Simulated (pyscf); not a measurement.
Structures and frequencies: ωB97X-D3(BJ)/def2-SVP in PySCF.

Estimate the classical barrier height and the reaction energy of HBe–Cl → Be [singlet] + hydrogen chloride (HCl) at B3LYP-D3(BJ)/def2-TZVP. The step runs on the singlet surface, breaks Be–Cl, Be–H and forms Cl–H; take the reactant's lowest minimum found as zero.

ΔE‡ = 4.48 eV, ΔE = +3.70 eV. CCSD(T)/def2-TZVPP + ΔMP2(QZVPP) gives 4.40 eV and +3.37 eV. Zero-point energy shifts the barrier by -0.15 eV. It is a 1,1-elimination, with an imaginary mode of 1513i cm⁻¹. A restricted solution here is unstable towards spin polarisation, so biradical character is likely and single-reference numbers are less safe. The CCSD(T) − MP2 part came from Ansatz, without density fitting, on the same reference.
